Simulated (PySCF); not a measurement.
**Working out the ionisation energy of S**

S [Ne] 3s2 3p4 (3P) → S⁺ [Ne] 3s2 3p3 (4S). All numbers are calculated (PySCF 2.14, the spin-free X2C one-electron Hamiltonian (Gaussian nucleus), in aug-cc-pVDZ-DK (5s4p2d, 27 functions)). Frozen: [Ne]. Energies in hartree (1 hartree = 27.21139 eV):

```
             part    S (lower)   S⁺ (upper)
              UHF  -398.578623  -398.240256
MP2 opposite-spin    -0.067425    -0.050686
    MP2 same-spin    -0.022474    -0.018944
```

Q: What does Hartree-Fock give?

A: (-398.240256) − (-398.578623) = 0.338367 hartree = 9.207 eV.

Q: What do MP2 and SCS-MP2 (6/5 opposite-spin, 1/3 same-spin) give?

A: The opposite-spin parts differ by 0.455 eV and the same-spin parts by 0.096 eV. MP2: 9.207 + (0.455) + (0.096) = 9.758 eV. SCS-MP2: 9.207 + 1.2 × (0.455) + (0.096)/3 = 9.785 eV.

Measured between the centres of the two terms (NIST): 10.336 eV, so MP2 (valence) is off by -0.578 eV.

A double-zeta basis recovers only part of the correlation energy.

What remains against the reference includes basis incompleteness, the frozen core and correlation beyond second order.
